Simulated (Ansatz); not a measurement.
CH3BO (`BC=O`). Total charge 0; spin multiplicity 1.

```xyz
6

B    -0.421   -0.323    0.538
C     0.286    0.509   -0.545
O     1.184   -0.285   -0.775
H    -0.039   -0.233    1.664
H    -1.218   -1.141    0.196
H     0.207    1.473   -1.078
```

Q: Give the diagnostics of a CCSD(T)/def2-TZVPP run (frozen core, Ansatz). (Estimate.)

A: The calculation gave: T1 = 0.0213, largest single amplitude 0.047, largest double 0.058, (T) share of the correlation energy 4.1 %, 11 CCSD cycles. The RHF solution is stable towards an unrestricted one. T1 lies over the customary mark of 0.02 for closed shells.
